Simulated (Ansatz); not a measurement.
Results of PBEsol+SOC (Ansatz, a program for electronic structure, plane waves, PAW) for antifluorite Mg₂Sn.

Run with plane-wave cutoff 520 eV, 20×20×20 k mesh, Fermi–Dirac smearing 0.05 eV, PAW data made under PBE.

Computed at the level's own relaxed cell.

```xyz
3
Lattice="0.0000 3.3725 3.3725 3.3725 0.0000 3.3725 3.3725 3.3725 0.0000" Properties=species:S:1:pos:R:3 pbc="T T T"
Mg     1.6863     1.6863     1.6863
Mg     5.0588     5.0588     5.0588
Sn     0.0000     0.0000     0.0000
```

Q: Give the elastic tensor (Voigt notation, GPa, ions relaxed, in the Cartesian axes of the cell as printed).

A: 
```
   75.3    27.5    27.5     0.0     0.0     0.0
   27.5    75.3    27.5     0.0     0.0     0.0
   27.5    27.5    75.3     0.0     0.0     0.0
    0.0     0.0     0.0    31.5     0.0     0.0
    0.0     0.0     0.0     0.0    31.5     0.0
    0.0     0.0     0.0     0.0     0.0    31.5
```

Note: the solid has no gap at this level, which affects its response.

Computed values are for the static lattice.
